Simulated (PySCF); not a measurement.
Compound: C5H7O (doublet state).
Numbering: `[CH3:1][O:2][CH:3][CH:4]1[CH:5]=[CH:6]1` (hydrogens: H7, H8, H9 on C1; H10 on C3; H11 on C4; H12 on C5; H13 on C6)

Geometry (GFN2-xTB, Å), atoms numbered from 1 in this order:
```xyz
13
C5H7O angstrom
C     -2.445   -0.250    0.143
O     -1.149   -0.774    0.239
C     -0.142    0.064   -0.167
C      1.221   -0.395   -0.063
C      2.346    0.602    0.153
C      2.269    0.101   -1.044
H     -2.561    0.642    0.770
H     -3.123   -1.026    0.491
H     -2.692    0.014   -0.892
H     -0.398    1.034   -0.562
H      1.311   -1.395    0.350
H      2.772    1.297    0.835
H      2.587    0.087   -2.058
```

The hyperfine couplings belong to this conformer and change with its torsions.

The calculation used UKS B3LYP, pcH-1 on C H O, non-relativistic, mean-field spin-orbit, GIAO (PySCF). Geometry: GFN2-xTB, one conformer, isolated molecule. A GFN2-xTB geometry isn't a minimum of the functional, and hyperfine couplings can be far from their values at a DFT geometry. No stability test was run, so a lower SCF solution isn't excluded.

Match the computed a_iso(1H) values -57.3, +17.3, +6.7, +0.4 MHz (means over equivalent nuclei) with the sites H7/H8/H9; H10; H11; H12/H13.

| site | a_iso (MHz) | ρ(0) (bohr⁻³) | position | distance from C3 (Å) | bound to | spin population there | largest \|T\| (MHz) |
| --- | --- | --- | --- | --- | --- | --- | --- |
| H7/H8/H9 | +6.7 | +0.0015 | γ, 3 bonds from C3 | 2.85 | C1 | -0.02 | 6.2 |
| H10 | -57.3 | -0.0128 | α, 1 bond from C3 | 1.08 | C3 | +0.83 | 32.8 |
| H11 | +0.4 | +0.0001 | β, 2 bonds from C3 | 2.12 | C4 | -0.09 | 5.9 |
| H12/H13 | +17.3 | +0.0039 | γ, 3 bonds from C3 | 3.32 | C5/C6 | +0.08 | 5.8 |

ρ(0) is the spin density at the nucleus and T the dipolar tensor; entries for several nuclei are means. The Mulliken spin populations are largest on C3 (+0.83), O2 (+0.10), C4 (-0.09) and C5 (+0.08). C3 is the only atom above +0.15. The positive populations add up to 1.15 and the negative ones to -0.15, together 2S = 1. The angles at C3 add up to 360.0°, so it is planar; its axial dipolar tensor and the negative coupling of its proton fit spin in a p orbital normal to that plane.

The spin density at the nucleus, in bohr⁻³, is negative for C4 (-0.0338), H10 (-0.0128) and C1 (-0.0040), for instance. A restricted open-shell determinant has no negative spin density anywhere; here it arises because α and β orbitals differ (spin polarisation).

Means are taken over nuclei equivalent by connectivity, which assumes that they swap fast. The three 1H nuclei of mean +6.7 MHz run from -2.0 to 11.2 MHz in the frozen geometry.
